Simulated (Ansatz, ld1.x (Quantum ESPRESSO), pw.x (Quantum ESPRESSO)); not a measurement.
## magnesium (Mg): does the RRKJ potential hold in the solid?

- Element: magnesium (Mg)
- Generator: ld1.x (Quantum ESPRESSO) 7.5
- Type: norm-conserving RRKJ (Kleinman–Bylander form)
- Functional: LDA (PW92)
- Relativity: scalar-relativistic
- Frozen core: [Ne]
- Valence charge: 2
- Reference configuration: 3s2 3p0
- Partial waves: 3p (bound, empty): rc 2.20 bohr; 3d channel at -0.05 Ry: rc 1.85 bohr; 3s (bound): rc 1.65 bohr
- Local potential: the s channel
- Core correction: a·sin(br)/r model core inside 1.40 bohr
- rho0: 0.01

Crystal test: diamond Mg in pw.x 7.5, no spin, 8³ k-points, Fermi–Dirac smearing 0.01 Ry, cutoffs 60/240 Ry. The reference is all-electron LAPW (Ansatz 0.2.0) with the same functional, mesh and smearing; V0 and B0 come from Birch–Murnaghan fits to the pressures at five volumes. Errors are pseudo minus all-electron; Δ is the rms difference of the E(V) curves that follow from these fits, minima aligned, over ±6 % about the mean V0. Mesh and smearing are coarse, so the numbers serve the comparison and aren't converged zero-temperature values; the lattice is a test structure that the element need not adopt.

| V (Å³/atom) | P all-electron (GPa) | P pseudo (GPa) |
| --- | --- | --- |
| 35.736 | 0.70 | 0.48 |
| 36.677 | 0.33 | 0.11 |
| 37.617 | -0.01 | -0.21 |
| 38.557 | -0.30 | -0.49 |
| 39.498 | -0.55 | -0.73 |

All-electron: a0 = 6.700 Å (V0 = 37.60 Å³/atom), B0 = 12.5 GPa.

Pseudopotential: mean pressure error (GPa): -0.20; a0 (Å): 6.664; a0 error (%): -0.54; B0 error (%): +3.0; Δ (meV/atom): 1.7. This is a poor potential for the solid. The logarithmic derivative shows an extra or strongly shifted pseudo pole above the reference energy (p near 0.89 Ry).

Problem. At the middle volume, how do free energy and pressure move when the wave cutoff is lowered (ecutrho kept at four times it)?

Solution.

```csv
cutoff (Ry),shift of F (meV/atom),shift of P (GPa)
27,+26.8,-0.25
36,+17.6,-0.00
48,+6.2,-0.11
```

The run at the middle volume (29 k-points, 7 iterations) took about 8.5 s on one core of a shared host (AMD EPYC 9R45 96-Core Processor, 96 threads, 376 GiB, load 52).
